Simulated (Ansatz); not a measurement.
This script makes vertical spin-state energies of C3H5OS, SMILES C=[C]S(C)=O with Ansatz's Python interface.

`c3h5os.xyz`
```text
10

C     1.82610    0.33360   -0.20790
C     1.26320   -0.40240    0.75010
S    -0.34580   -1.14160    0.54700
C    -1.47390    0.23650    0.26760
O    -0.26680   -1.85790   -0.79480
H     1.31980    0.50470   -1.15230
H     2.80660    0.76670   -0.04480
H    -1.16200    0.80860   -0.63040
H    -2.50080   -0.15400    0.11330
H    -1.46640    0.90600    1.15230
```

`c3h5os_spin.py`:
```python
"""Gap between spin states of C3H5OS at one geometry."""

import ansatz as az

BASIS_SET = "def2-SVP"
FUNCTIONAL = "hf"


def main() -> None:
    mol = az.Crystal.molecule_from_extxyz("c3h5os.xyz")

    calc = mol.calculation().basis(gaussian=BASIS_SET).functional(FUNCTIONAL)
    found = {}
    for unpaired in [1, 3]:
        rep = calc.spin("collinear", total=unpaired).run(threads=1, backend="cpu").report
        s = unpaired / 2
        found[unpaired] = rep["free_energy_ev"]
        print(f"2S+1 = {unpaired + 1}: E = {found[unpaired]:.5f} eV, <S^2> = {abs(rep['mean_field']['state']['spin_squared']):.3f} (pure state {s * (s + 1):.2f})")
    lowest = min(found, key=found.get)
    for unpaired, e in found.items():
        print(f"multiplicity {unpaired + 1}: {23.060548 * (e - found[lowest]):.1f} kcal/mol above the lowest")


if __name__ == "__main__":
    main()
```

Which spin state is lowest at this geometry, and how far above lie the others?

In order: multiplicity 2 (+0.00 eV) and multiplicity 4 (+2.85 eV), all at the one geometry.

What the script printed:

```console
$ python c3h5os_spin.py
2S+1 = 2: E = -16012.76557 eV, <S^2> = 1.059 (pure state 0.75)
2S+1 = 4: E = -16009.91431 eV, <S^2> = 3.778 (pure state 3.75)
multiplicity 2: 0.0 kcal/mol above the lowest
multiplicity 4: 65.8 kcal/mol above the lowest
```

What to keep in mind:
- Total energies depend on the basis set; only differences at equal settings carry meaning.
- The geometry is a force-field or estimated start, not a minimum of this method, and the basis set is short of its limit. All parts are taken at fixed geometry, without zero-point energy.
- The species is open-shell (spin multiplicity 2).
- The expectation value of S² is noticeably off S(S+1) in at least one run, so that state is spin-contaminated.
- Hartree-Fock leaves correlation out, so it favours high-spin states too much.
- The whole script took 26 s on 1 thread of Arm Neoverse N1, with other jobs on the host, peak memory 0.34 GiB.
